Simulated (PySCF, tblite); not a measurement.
Isomers of C5H10N (doublet state). Computed values, GFN2-xTB/tblite, gas phase, harmonic and unscaled. Against measured fundamentals such values can be off by several per cent, at times by over 20. One conformer each. Open shells enter through the occupations alone, without spin polarisation, and single modes of such species can be off by tens of per cent.

Electronic energies: B3LYP/pcH-1 single points on the GFN2-xTB geometries (PySCF, gas phase).

```json
{"SMILES": "[H]/N=C/C([CH2])(C)C", "electronic energy, lowest = 0 (kcal/mol)": "16.5"}
{"SMILES": "C=C[C](C)NC", "electronic energy, lowest = 0 (kcal/mol)": "0.3"}
{"SMILES": "CN1[CH]CCC1", "electronic energy, lowest = 0 (kcal/mol)": "5.2"}
{"SMILES": "C[C@@H]1CC[CH]N1", "electronic energy, lowest = 0 (kcal/mol)": "0.0"}
```

**Question.** How do GFN2-xTB zero-point energies change the relative energies?

**Answer.** 
```json
{"SMILES": "C[C@@H]1CC[CH]N1", "ZPE (kcal/mol)": "88.0", "of it from modes above 1550 cm⁻¹": "43.2", "electronic (kcal/mol)": "0.0", "with ZPE, lowest = 0 (kcal/mol)": "1.6", "lowest mode (cm⁻¹)": "134", "rings": "1"}
{"SMILES": "C=C[C](C)NC", "ZPE (kcal/mol)": "86.1", "of it from modes above 1550 cm⁻¹": "46.0", "electronic (kcal/mol)": "0.3", "with ZPE, lowest = 0 (kcal/mol)": "0.0", "lowest mode (cm⁻¹)": "76", "rings": "0"}
{"SMILES": "CN1[CH]CCC1", "ZPE (kcal/mol)": "87.7", "of it from modes above 1550 cm⁻¹": "42.2", "electronic (kcal/mol)": "5.2", "with ZPE, lowest = 0 (kcal/mol)": "6.5", "lowest mode (cm⁻¹)": "126", "rings": "1"}
{"SMILES": "[H]/N=C/C([CH2])(C)C", "ZPE (kcal/mol)": "84.8", "of it from modes above 1550 cm⁻¹": "46.3", "electronic (kcal/mol)": "16.5", "with ZPE, lowest = 0 (kcal/mol)": "14.9", "lowest mode (cm⁻¹)": "28", "rings": "0"}
```

The zero-point energies span 3.2 kcal/mol, from `[H]/N=C/C([CH2])(C)C` to `C[C@@H]1CC[CH]N1`. With it `C=C[C](C)NC` becomes the lowest.

**Question.** And how do the electronic energies of GFN2-xTB itself compare?

**Answer.** `C[C@@H]1CC[CH]N1` 1.9; `C=C[C](C)NC` 12.0; `CN1[CH]CCC1` 0.0; `[H]/N=C/C([CH2])(C)C` 38.5 kcal/mol, lowest = 0. Against the energies above, taken from the same isomer `C[C@@H]1CC[CH]N1`, the largest difference is 20.1 kcal/mol.

**Question.** What do entropy and thermal enthalpy add at 298.15 K and 1 bar (rigid rotor, harmonic oscillator, one conformer each)?

**Answer.** 
```tsv
SMILES	point group	symmetry number	S (cal/(mol K))	H − H(0) (kcal/mol)	ZPE + H − H(0) − TS (kcal/mol)
C[C@@H]1CC[CH]N1	C1	1	79.6	4.70	69.0
C=C[C](C)NC	C1	1	86.7	5.62	65.9
CN1[CH]CCC1	C1	1	80.3	4.77	68.5
[H]/N=C/C([CH2])(C)C	C1	1	90.5	5.92	63.8
```

S holds R ln(2S + 1) for the spin.
